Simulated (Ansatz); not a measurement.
For zinc-blende HgTe, r²SCAN (PAW; Ansatz, a program for electronic structure) gives:

| Item | Result |
|---|---|
| equilibrium lattice constant a | 6.573 Å |
| bulk modulus B0 | 40.1 GPa |
| cohesive energy | 1.57 eV/atom |
| band gap at the measured cell | 0.00 eV |

Problem. What does r²SCAN0 (plane waves, PAW; Ansatz) give for the same quantities?

Solution. 
- lattice constant a: 6.519 Å (shrinks by 0.8 %)
- bulk modulus: 44.9 GPa (goes up by 12 %)
- cohesive energy: 1.53 eV/atom (drops by 0.04 eV/atom)
- band gap at the measured cell: 0.69 eV (rises by 0.69 eV)

For comparison: lattice constant a 6.46 Å (measured, room temperature, not corrected to a static lattice; as tabulated in Cava et al. (2013), arXiv:1302.1059); bulk modulus 42.3 GPa (measured, temperature not stated, no zero-point or thermal correction; as tabulated in Toher et al. (2017), arXiv:1611.05714).

Changes are worked out from the printed values.

Unless a cell is named, each level is at its own relaxed cell (r²SCAN 35.50, r²SCAN0 34.63 Å³/atom).

Levels without +SOC leave out spin–orbit coupling, which shifts energies and cells of such heavy elements.

Levels without +SOC have no spin–orbit coupling; where heavier elements are present it shifts gaps, mostly down, and can invert bands. A gap of zero means that the bands touch or overlap. Density-functional gaps are differences of (generalised) Kohn–Sham levels.

Ansatz's density-functional and Hartree–Fock values are scalar-relativistic unless marked +SOC, with PAW data made under PBE.
